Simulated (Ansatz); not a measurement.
C5H7F can be A, `C#CC(C)(C)F`, or B, `CC=C=C(C)F`.

Calculated with Ansatz (gas phase, PBE0-D4/def2-TZVP geometries, no zero-point term in ΔE). CBS: MP2 limit from def2 TZ/QZ plus the TZ coupled-cluster correction, frozen cores. Functionals use def2-TZVPP. B3LYP here is the variant with VWN-RPA as its local correlation; programs differ in this.

A:

```xyz
13

C     0.692   -0.740    2.296
C     0.469   -0.535    1.136
C     0.176   -0.257   -0.271
C    -1.307   -0.407   -0.555
C     0.712    1.104   -0.675
F     0.845   -1.212   -1.044
H     0.896   -0.931    3.323
H    -1.880    0.309    0.035
H    -1.637   -1.415   -0.300
H    -1.492   -0.227   -1.615
H     0.228    1.890   -0.093
H     0.511    1.271   -1.735
H     1.787    1.150   -0.502
```

B:

```xyz
13

C    -2.331   -0.186   -0.380
C    -1.135    0.708   -0.473
C     0.001    0.506    0.130
C     1.147    0.283    0.705
C     2.304   -0.470    0.163
F     1.384    0.770    1.948
H    -3.187    0.363    0.024
H    -2.621   -0.543   -1.373
H    -2.135   -1.046    0.259
H    -1.241    1.598   -1.095
H     2.547   -1.314    0.815
H     2.080   -0.846   -0.834
H     3.185    0.176    0.111
```

(1) Which isomer does CCSD(T)/CBS put lower? Give the gap. (An estimate is asked.)

(2) Give E(B) − E(A) in kJ/mol with B2PLYP, CCSD(T)/def2-TZVPP, B3LYP, HF/def2-TZVPP, B3LYP-D4, MP2/def2-TZVPP, PBE-D4. (Estimate.)

Largest T1 diagnostic: 0.012.

Results:

(1) The calculation gave: A, by 7.0 kJ/mol.

(2) Ansatz gave: B2PLYP -3.9, CCSD(T)/def2-TZVPP 5.9, B3LYP -21.5, HF/def2-TZVPP 4.9, B3LYP-D4 -17.2, MP2/def2-TZVPP 18.9, PBE-D4 -28.7. The order is the other way round with B2PLYP, B3LYP, B3LYP-D4, PBE-D4.

The D4 term adds +4.3 kJ/mol with B3LYP and +2.2 kJ/mol with PBE0; it sums over pairs of atoms, weighted by their polarisabilities, and B3LYP, whose exchange is more repulsive, gets the larger term. From PBE to PBE0 (25 % exact exchange), in def2-TZVPP and without D4, E(B) − E(A) moves by +9.4 kJ/mol.
